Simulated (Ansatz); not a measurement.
Two shapes of singlet HNO.

Shape 1:

```xyz
3

N    -0.0095    0.4184   -0.3381
H     0.0353    1.3201    0.2001
O     0.0447   -0.5382    0.2870
```

Shape 2:

```xyz
3

N     0.0004    0.4374   -0.3870
H     0.0035    1.3105    0.2261
O     0.0044   -0.5300    0.3151
```

Basis set: STO-3G (spherical functions). Frozen core: 2 orbitals. Charge 0, multiplicity 1.

Computed with Ansatz (development build ahead of 0.2.0); each method stands on the lowest determinant of its kind that the runs found.

Which shape is lower in energy, and by how much in each method?

| method | E(2) − E(1) (eV) |
| --- | --- |
| RHF | -0.509 |
| RHF-MP2 | -0.807 |

Shape 2 is lower. Caution: no unrestricted run beside it, a lower state can exist.
